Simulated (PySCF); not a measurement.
Compound: formimide, C₂H₃NO₂.
Bonds: O1–C2 (double), C2–N3, N3–C4, C4–O5 (double). Hydrogens: H6 on C2; H7 on N3; H8 on C4.

Method: PySCF 2.14.0, PBE0-D3(BJ)/def2-SVP geometry optimisation, gas phase; density fitting, grid level 1; the optimiser is geomeTRIC in internal coordinates, started from an MMFF94s structure with every atom displaced at random (about 0.03 Å).

Step 4: E = -7692.6877 eV
```
atom  x, y, z in Å  |  force x, y, z in eV/Å
O1     -1.5081   -1.3137    0.3727    0.291   0.077  -0.030
C2     -1.2356   -0.1704    0.1508   -0.213  -0.131   0.016
N3      0.0197    0.3847   -0.0699    0.246   0.465  -0.014
C4      1.2845   -0.1978   -0.0705   -0.481  -0.407  -0.046
O5      1.4907   -1.3615    0.1003    0.283  -0.055   0.040
H6     -2.0177    0.6271    0.0901    0.049   0.036  -0.009
H7      0.0212    1.3866   -0.2274   -0.092   0.043  -0.013
H8      2.0836    0.5595   -0.2742   -0.082  -0.027   0.057
```

Step 5: E = -7692.7074 eV
```
atom  x, y, z in Å  |  force x, y, z in eV/Å
O1     -1.4599   -1.3154    0.3682    0.048   0.081  -0.010
C2     -1.2322   -0.1621    0.1491   -0.028  -0.162   0.002
N3      0.0164    0.4055   -0.0736    0.140   0.139   0.046
C4      1.2671   -0.2089   -0.0676   -0.135  -0.056  -0.122
O5      1.4812   -1.3711    0.1033    0.005  -0.029   0.054
H6     -2.0307    0.6190    0.0935    0.017   0.005   0.000
H7      0.0230    1.4075   -0.2317   -0.015   0.006  -0.011
H8      2.0733    0.5399   -0.2694   -0.032   0.016   0.042
```

**Question.** Estimate the geometry and energy of step 6. (The exact step hangs on the optimiser's Hessian estimate; all steps are aligned on step 5, rigid shifts and turns removed.)

**Answer.** E = -7692.7022 eV, largest force 0.336 eV/Å
```
atom  x, y, z in Å  |  force x, y, z in eV/Å
O1     -1.4165   -1.3244    0.3652    0.080  -0.025  -0.013
C2     -1.2116   -0.1683    0.1472   -0.246   0.229  -0.011
N3      0.0196    0.4345   -0.0819    0.030  -0.181   0.024
C4      1.2504   -0.2079   -0.0780    0.030   0.019   0.134
O5      1.4221   -1.3745    0.1146    0.147   0.013  -0.074
H6     -2.0270    0.5954    0.1026   -0.025   0.015  -0.003
H7      0.0238    1.4369   -0.2389   -0.042  -0.031  -0.010
H8      2.0773    0.5228   -0.2590    0.027  -0.039  -0.047
```

The energy changes by +0.0052 eV. The first-order estimate −F·Δx gives -0.0100 eV and the mean of the old and new forces, exact on a quadratic surface, +0.0053 eV. The step makes an angle of 73° with the force vector and moves no atom by more than 0.060 Å. The energy falls at the start of this step and ends higher, so the step passed the lowest point of its straight line.

The cost below is that of the whole optimisation. Time: 17 s; peak memory 0.34 GiB. Hardware: Arm Neoverse V2, one thread, no GPU, shared host with 48 logical CPUs at a one-minute load of 9.0.
